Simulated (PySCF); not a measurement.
**How the method moves the bond dissociation enthalpies of thiophene**

Structure: `c1ccsc1` (C4H4S). Coordinates in Å; atoms count from 1 in this order:
```
C     0.5323   -0.8421    0.0839
C    -0.8506   -0.5033    0.1198
C    -1.0651    0.8379   -0.0612
S     0.4096    1.6898   -0.2766
C     1.3328    0.2506   -0.1234
H     0.9194   -1.8546    0.2061
H    -1.6551   -1.2239    0.2736
H    -2.0145    1.3717   -0.0797
H     2.4192    0.2855   -0.1958
```

All levels share the PBE0-D3(BJ)/def2-SVP structures and the PBE0-D3(BJ)/def2-SVP thermal terms; only the single-point energies (PySCF) change. Values are bond dissociation enthalpies (298 K, kJ/mol).

| level | C1–H | C3–H | time |
| --- | --- | --- | --- |
| ωB97X-D3(BJ)/def2-TZVP | 483 | 493 | – |
| ωB97X-D3(BJ)/def2-TZVPP (grid 4) | 484 | 494 | 2.5 min |
| ωB97X-D3(BJ)/6-31G* | 486 | 497 | 19 s |
| ωB97M-D3(BJ)/6-31G* (grid 3) | 493 | 503 | 39 s |

Times are wall times for all single points of a level on 1 thread of Arm Neoverse N1, a shared host; the dash marks the run that also made the structures.

The widest spread is that of C3–H: 10 kJ/mol, from 493 to 503.
